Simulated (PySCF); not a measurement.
C2H4O2, SMILES O(C)C=O.

Coordinates come from a PBE-D3(BJ)/def2-SVP optimisation. The values are those of a single conformer.

All values below come from PySCF 2.14.0 with TDA-LC-ωPBE/def2-SVPD.

Vertical excitations. Isolated molecule, no solvent. State labels are in the subgroup Cs.

```
state  symmetry  energy (eV)  λ (nm)      f                                                              main pairs
-----  --------  -----------  ------  -----  ----------------------------------------------------------------------
S1           A"         5.81     213  0.002                                                          HOMO→LUMO 97 %
S2           A'         8.44     147  0.132                                                        HOMO−1→LUMO 79 %
S3           A"         8.88     140  0.000                                                        HOMO−2→LUMO 85 %
S4           A'         8.91     139  0.072                    HOMO→LUMO+1 60 %, HOMO→LUMO+2 15 %, HOMO→LUMO+3 11 %
S5           A"         9.33     133  0.021                                                      HOMO−1→LUMO+1 81 %
S6           A'         9.71     128  0.117                                      HOMO→LUMO+2 56 %, HOMO→LUMO+4 29 %
S7           A"        10.10     123  0.033              HOMO−1→LUMO+2 44 %, HOMO−1→LUMO+3 19 %, HOMO−1→LUMO+4 16 %
S8           A"        10.31     120  0.004                                  HOMO−1→LUMO+4 44 %, HOMO−1→LUMO+2 39 %
S9           A"        10.31     120  0.007                                                        HOMO→LUMO+5 84 %
S10          A'        10.32     120  0.011  HOMO→LUMO+3 42 %, HOMO−2→LUMO+1 19 %, HOMO→LUMO+6 8 %, HOMO−3→LUMO 7 %
T1           A"         5.19     239      0                                                          HOMO→LUMO 96 %
T2           A'         5.92     210      0                                      HOMO−1→LUMO 81 %, HOMO−3→LUMO 15 %
T3           A"         8.24     150      0                                      HOMO−2→LUMO 75 %, HOMO−4→LUMO 18 %
T4           A'         8.50     146      0                    HOMO−3→LUMO 61 %, HOMO−6→LUMO 20 %, HOMO−1→LUMO 14 %
```
Triplets are in the Tamm–Dancoff approximation.
